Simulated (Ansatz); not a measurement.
**Si₂− (quartet): wave-function methods side by side, aug-cc-pVTZ**

Aim: climb from Hartree-Fock through coupled cluster and multireference methods for Si₂− (quartet) at one geometry and basis, and see what each rung misses.

The runs use Ansatz 0.2.0, Gaussian basis; aug-cc-pVTZ, core rule «outside noble gas», up to 10 orbitals frozen.

The runs, in order: UHF; CCSD(T) on ROHF; CCSD(T) on UHF; BCCD(T) on ROHF; CCSDT(Q) on ROHF; CCSDT(Q) on UHF; CASSCF and MRCISD+Q, 9 electrons in 8 orbitals; CASSCF and NEVPT2, 9 electrons in 8 orbitals.

5 further runs of the same task are left out: 5 set aside as unsound or not needed.

**1. The geometry**

The geometry is a PBE0/def2-TZVPD stationary point (not a proven minimum).

2 atoms, charge -1, spin multiplicity 4.

Atoms are counted from 1 here; the program's logs count them from 0.

Bond lengths: Si1–Si2 2.398 Å.

**2. UHF**

The input, in.yaml:

```yaml
crystal:
  periodic: [false, false, false]
  atoms:
    - {symbol: Si, position_ang: [0.000000, 0.000000, 0.000000]}
    - {symbol: Si, position_ang: [0.000000, 0.000000, 2.397800]}
basis:
  gaussian: {orbitals: aug-cc-pVTZ}
total_charge: -1
magnetization: {spin_polarized: true, initial_magnetization: 3}
hamiltonian: {xc: hf}
output: {orbitals: {seedname: orbitals}}
```

On the command line:

```console
> ansatz run in.yaml --threads 1 --pin off --events-out ev --progress --plain --max-ram 2816MiB --backend cpu
```

The runs that follow: CCSD(T) on ROHF; CCSD(T) on UHF; BCCD(T) on ROHF; CCSDT(Q) on ROHF; CCSDT(Q) on UHF; CASSCF and MRCISD+Q, 9 electrons in 8 orbitals; CASSCF and NEVPT2, 9 electrons in 8 orbitals.

Q: Predict the results of all the runs planned. Wanted: UCCSDT(Q) below the RHF energy; RMP2 from UCCSDT(Q); UMP2 from UCCSDT(Q); RCCSD from UCCSDT(Q); RCCSD(T) from UCCSDT(Q); UCCSD(T) from UCCSDT(Q); RCCSDT(Q) from UCCSDT(Q); NEVPT2 valence from UCCSDT(Q); MRCISD+Q valence from UCCSDT(Q).

The runs gave:

| quantity | value |
| --- | --- |
| UCCSDT(Q) below the RHF energy | -6.0667 eV |
| RMP2 from UCCSDT(Q) | +1207.9 meV |
| UMP2 from UCCSDT(Q) | +1290.1 meV |
| RCCSD from UCCSDT(Q) | +424.6 meV |
| RCCSD(T) from UCCSDT(Q) | +77.0 meV |
| UCCSD(T) from UCCSDT(Q) | +78.8 meV |
| RCCSDT(Q) from UCCSDT(Q) | +1.7 meV |
| NEVPT2 valence from UCCSDT(Q) | +983.7 meV |
| MRCISD+Q valence from UCCSDT(Q) | -66.2 meV |
| levels within 1 kcal/mol (43 meV) | RCCSDT, UCCSDT, RCCSDT(Q) |
| T1 diagnostic | 0.024 |
| effectively unpaired electrons | 3.80 |

RCCSD(T) lands +77.0 meV from the yardstick (1.3 % of the correlation energy). The occupations show some static correlation. Of the multireference levels listed MRCISD+Q valence comes nearest in total energy (-66.2 meV), which doesn't show that its space is the better one. These misses are within one basis, not against nature; the frozen cores of restricted and unrestricted runs differ, which can shift their rows.
